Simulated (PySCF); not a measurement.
## Basis-set dependence of population analyses: `C=CCl`

C₂H₃Cl.
Geometry (PBE0-D3(BJ)/def2-SVP, Å), atoms numbered from 1 in this order:
```
atom  x, y, z in Å
C1    -0.7311   -0.1274   -0.0055
C2     0.5437    0.2473    0.0051
Cl3    1.8627   -0.8658    0.0100
H4    -1.0243   -1.1794   -0.0109
H5    -1.5150    0.6331   -0.0089
H6     0.8641    1.2920    0.0104
```

PBE0 throughout (PySCF), one geometry, spherical d and f functions. Geometry: PBE0-D3(BJ)/def2-SVP; no solvent, vibrations or thermal averaging.

Mulliken charges (e):

```csv
basis,functions,C1,C2,Cl3,H4,H5,H6
STO-3G,22,-0.160,-0.064,-0.100,+0.104,+0.102,+0.116
6-31G,37,-0.291,-0.397,+0.091,+0.190,+0.185,+0.223
pcSseg-0,37,-0.380,-0.392,+0.009,+0.243,+0.241,+0.279
6-31G*,52,-0.347,-0.265,-0.002,+0.200,+0.193,+0.221
def2-SVP,61,-0.055,-0.058,-0.113,+0.068,+0.068,+0.090
cc-pVDZ,61,+0.005,-0.140,-0.068,+0.061,+0.062,+0.079
pcSseg-1,73,-0.155,-0.189,-0.097,+0.141,+0.139,+0.162
aug-cc-pVDZ,100,+0.800,+0.293,-0.180,-0.276,-0.294,-0.344
"6-311+G(2d,p)",107,-0.406,-0.018,+0.004,+0.140,+0.134,+0.146
def2-TZVP,117,-0.292,-0.059,-0.089,+0.147,+0.141,+0.151
cc-pVTZ,136,-0.249,-0.069,-0.089,+0.134,+0.133,+0.140
IGLO-III,144,-0.223,-0.138,+0.050,+0.111,+0.105,+0.095
pcSseg-3,319,-0.104,-0.009,-0.117,+0.074,+0.060,+0.096
```

IAO charges (e):

```
        basis  functions      C1      C2     Cl3      H4      H5      H6
       STO-3G         22  -0.268  -0.179  -0.010  +0.151  +0.152  +0.153
        6-31G         37  -0.315  -0.165  -0.036  +0.169  +0.171  +0.176
     pcSseg-0         37  -0.305  -0.168  -0.029  +0.164  +0.166  +0.173
       6-31G*         52  -0.310  -0.154  -0.031  +0.163  +0.164  +0.167
     def2-SVP         61  -0.312  -0.146  -0.021  +0.159  +0.159  +0.162
      cc-pVDZ         61  -0.318  -0.149  -0.029  +0.164  +0.165  +0.168
     pcSseg-1         73  -0.317  -0.153  -0.028  +0.164  +0.166  +0.169
  aug-cc-pVDZ        100  -0.329  -0.151  -0.032  +0.169  +0.170  +0.173
6-311+G(2d,p)        107  -0.328  -0.156  -0.027  +0.169  +0.170  +0.173
    def2-TZVP        117  -0.328  -0.156  -0.024  +0.168  +0.169  +0.172
      cc-pVTZ        136  -0.328  -0.154  -0.027  +0.168  +0.169  +0.172
     IGLO-III        144  -0.332  -0.157  -0.020  +0.168  +0.169  +0.172
     pcSseg-3        319  -0.329  -0.158  -0.025  +0.169  +0.170  +0.173
```

Hirshfeld charges (e):

| basis | functions | C1 | C2 | Cl3 | H4 | H5 | H6 |
| --- | --- | --- | --- | --- | --- | --- | --- |
| STO-3G | 22 | -0.051 | +0.051 | -0.131 | +0.043 | +0.042 | +0.046 |
| 6-31G | 37 | -0.097 | -0.025 | -0.059 | +0.058 | +0.061 | +0.062 |
| pcSseg-0 | 37 | -0.098 | -0.026 | -0.041 | +0.052 | +0.059 | +0.053 |
| 6-31G* | 52 | -0.096 | -0.019 | -0.065 | +0.058 | +0.059 | +0.063 |
| def2-SVP | 61 | -0.108 | -0.026 | -0.031 | +0.052 | +0.057 | +0.056 |
| cc-pVDZ | 61 | -0.102 | -0.025 | -0.043 | +0.054 | +0.058 | +0.058 |
| pcSseg-1 | 73 | -0.104 | -0.026 | -0.040 | +0.054 | +0.059 | +0.058 |
| aug-cc-pVDZ | 100 | -0.112 | -0.036 | -0.031 | +0.057 | +0.060 | +0.062 |
| 6-311+G(2d,p) | 107 | -0.107 | -0.038 | -0.032 | +0.057 | +0.059 | +0.062 |
| def2-TZVP | 117 | -0.109 | -0.033 | -0.035 | +0.056 | +0.059 | +0.061 |
| cc-pVTZ | 136 | -0.107 | -0.031 | -0.038 | +0.056 | +0.059 | +0.061 |
| IGLO-III | 144 | -0.115 | -0.038 | -0.019 | +0.054 | +0.059 | +0.059 |
| pcSseg-3 | 319 | -0.111 | -0.035 | -0.031 | +0.056 | +0.060 | +0.061 |

Which scheme is steadiest as the basis changes?

Largest range over the bases for any column: IAO 0.06 e, Hirshfeld 0.11 e, Mulliken 1.21 e. IAO charges move least and Mulliken charges most, counted in e. Without the minimal STO-3G basis the ranges are IAO 0.03, Hirshfeld 0.05, Mulliken 1.21 e.

How much do the charges still move between the two largest bases, IGLO-III and pcSseg-3?

At most, over all atoms: Mulliken 0.167 e, IAO 0.005 e, Hirshfeld 0.011 e.

What do the same runs give for the total energy, the frontier levels and the dipole moment?

```tsv
basis	energy (Eh)	HOMO (eV)	LUMO (eV)	μ (D)
STO-3G	-531.9944	-5.97	2.74	1.79
6-31G	-537.8798	-7.47	0.13	1.77
pcSseg-0	-537.2315	-7.69	-0.13	1.82
6-31G*	-537.9153	-7.38	0.17	1.55
def2-SVP	-537.7355	-7.43	-0.03	1.32
cc-pVDZ	-537.9471	-7.45	-0.02	1.41
pcSseg-1	-537.9087	-7.61	-0.25	1.50
aug-cc-pVDZ	-537.9542	-7.59	-0.42	1.44
6-311+G(2d,p)	-537.9735	-7.58	-0.43	1.42
def2-TZVP	-537.9814	-7.55	-0.30	1.38
cc-pVTZ	-537.9868	-7.54	-0.24	1.41
IGLO-III	-537.9788	-7.51	-0.31	1.28
pcSseg-3	-538.0019	-7.59	-0.44	1.41
```

The dipole is fixed by the density alone, so its range of 0.54 D shows that the density itself changes with the basis, not only its division among atoms.
